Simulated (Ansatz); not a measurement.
```yaml
crystal:
  periodic: [false, false, false]
  atoms:
    - {symbol: C, position_ang: [0.000000, 0.000000, -1.418128]}
    - {symbol: B, position_ang: [0.000000, 0.000000, 0.110845]}
    - {symbol: O, position_ang: [0.000000, 0.000000, 1.307283]}
basis:
  gaussian: {orbitals: def2-TZVP}
magnetization: {spin_polarized: true, initial_magnetization: 1}
hamiltonian: {xc: pbe0}
relax: {f_tol: 0.004, max_steps: 80}
```

```sh
$ ansatz run in.yaml --threads 1 --pin off --events-out ev --progress --plain --max-ram 2176MiB
```

Steps of the relaxation (energy above the last step; positions in Å, forces in eV/Å):

```
3
step 1, 6.9 meV
C     0.000    0.000   -1.418    0.000   -0.012   -0.217
B     0.000    0.000    0.111    0.000    0.026   -0.826
O     0.000    0.000    1.307    0.000   -0.015    1.044
```

```
3
step 2, 0.3 meV
C     0.000    0.000   -1.425   -0.001   -0.010   -0.074
B     0.000    0.001    0.109    0.002    0.022   -0.065
O     0.000    0.000    1.316   -0.001   -0.013    0.139
```

```
3
step 3, 0.1 meV
C     0.000   -0.001   -1.426   -0.001   -0.008   -0.030
B     0.000    0.002    0.109    0.002    0.019    0.013
O     0.000   -0.001    1.317   -0.001   -0.011    0.017
```

```
3
step 4, 0.0 meV
C     0.000   -0.001   -1.427   -0.001   -0.006    0.001
B     0.000    0.003    0.110    0.001    0.014    0.009
O     0.000   -0.001    1.318   -0.001   -0.008   -0.010
```

```
3
step 5, 0.0 meV
C     0.000   -0.002   -1.428    0.000   -0.004    0.008
B     0.000    0.004    0.110    0.000    0.009    0.003
O     0.000   -0.002    1.318    0.000   -0.005   -0.011
```

```
3
step 7, 0.0 meV
C     0.000   -0.002   -1.427    0.000    0.000    0.001
B     0.000    0.006    0.110    0.000    0.000    0.000
O     0.000   -0.003    1.318    0.000    0.000    0.000
```

Close pairs at the end: B2–O3 1.208 Å, C1–B2 1.537 Å.

A stationary point of unrestricted PBE0 after 7 steps, with ⟨S²⟩ = 1.191 against 0.75 for a pure state; no frequencies were run, so it isn't proven a minimum. 96 s on 1 thread of Intel Xeon 6975P-C, shared host.
